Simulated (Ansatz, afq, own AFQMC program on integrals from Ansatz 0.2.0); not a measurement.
SiI₃F, singlet: energetics from AFQMC and coupled cluster

```xyz
5

F    -0.6920   -0.0239    1.5679
Si   -0.0351   -0.0153    0.0930
I     1.7306   -1.6760    0.0782
I    -1.7906   -0.5709   -1.4834
I     0.8370    2.2125   -0.2971
```

Geometry: a PBE0/def2-SVP stationary point, not shown to be a minimum. Basis def2-SVP with its core potentials. Noble-gas cores (and the filled d shells of Ga–Kr and In–Xe) are frozen. AFQMC by an in-house program on the Cholesky factors that Ansatz 0.2.0 writes for its CCSD(T) run. The CISD trial takes its coefficients from CCSD amplitudes. Released means that phaseless walkers are propagated on without the constraint, phases kept. Error bars are statistical, one sigma. No spin–orbit coupling.

Best estimates are CCSD(T) at the basis-set limit (def2-TZVPP/QZVPP) plus the step from CCSD(T) to the highest rung at hand in def2-SVP, named in the table (released AFQMC can keep some 10 meV of bias). Fragments are relaxed and keep their bonds. No zero-point, core-correlation or spin–orbit terms. Other levels are in def2-SVP, the functionals in def2-TZVP; a dash marks a level that is missing or breaks spin symmetry for a member.

Cautions: inner d shell frozen; no spin-orbit coupling; SiI₃F (singlet): the released value is read at 0.90 1/Eh with a noise of 11 meV, more than in the cases checked (meV from the phaseless value at times in 1/Eh: -2 ± 7 at 0.21, -1 ± 8 at 0.42, -5 ± 11 at 0.63, 5 ± 11 at 0.90); SiI₃ (doublet): the released value is read at 0.90 1/Eh (meV from the phaseless value at times in 1/Eh: -4 ± 9 at 0.21, -3 ± 7 at 0.42, -6 ± 6 at 0.63, 5 ± 7 at 0.90); SiI₂F (doublet): the released value is read at 0.90 1/Eh (meV from the phaseless value at times in 1/Eh: -3 ± 8 at 0.21, -4 ± 9 at 0.42, 3 ± 7 at 0.63, 3 ± 7 at 0.90).

```
                                           process  best estimate (kJ/mol)    highest rung
 Si2–F1 → SiI3 (doublet; I–Si(–I)–I) + F (doublet)                 612 ± 1  released AFQMC
Si2–I4 → SiI2F (doublet; F–Si(–I)–I) + I (doublet)                 325 ± 1  released AFQMC
                                     to free atoms                1420 ± 1  released AFQMC
```

Errors against the best estimates in kJ/mol, the processes numbered in the order above:

```csv
level,"error, 1","error, 2","error, 3"
MP2,-31,-30,-131
CCSD(T),-66,-47,-206
ph-AFQMC/CISD,-64 ± 1,-47 ± 1,-202 ± 1
CCSD(T)/CBS,-1,0,-2
PBE,-24,-22,9
r2SCAN,-27,-20,1
PBE0,-37,-19,-29
B3LYP,-38,-45,-91
wB97M-V,-4,-8,-30
B2PLYP,-23,-28,-64
```

Cost at the first geometry (cards were shared with other jobs): PBE0/def2-SVP, 9.5 s on 1 thread of AMD EPYC 7R13 Processor (Zen 3), with other jobs on the host; RCCSD(T)/def2-SVP, 3.9 s on 1 × NVIDIA H100 80GB HBM3 with 1 thread of AMD EPYC 7R13 Processor (Zen 3) (shared host); CCSD(T)/def2-QZVPP, 11 s on 1 × NVIDIA H100 80GB HBM3 with 1 thread of AMD EPYC 7R13 Processor (Zen 3), with other jobs on the host; ph-AFQMC/CISD with release, 100 s on 1 × NVIDIA H100 80GB HBM3 with 2 threads of AMD EPYC 7R13 Processor (Zen 3), with other jobs on the host.

Best estimates are given only where the step beyond CCSD(T) is under 0.3 eV and no member's determinant is very poor (T1 over 0.05, or 0.07 for open shells, ⟨S²⟩ too high by 0.3, two states mixed), so the hardest cases are missing from such tables.

The functionals ran in a triple-zeta set and keep a basis error of their own, a few kJ/mol for each bond in atomization energies and more for double hybrids, so close places among them and the extrapolated levels can swap.

Each member of a difference takes its own highest rung, so a best estimate needn't equal the limit plus the step of one row. Released energies are given only where the last usable release times agree within the noise; a slower fall can still hide under it. The exponents were fitted on light atoms, and def2 sets of heavy atoms don't grow evenly, so the limit is rough here.
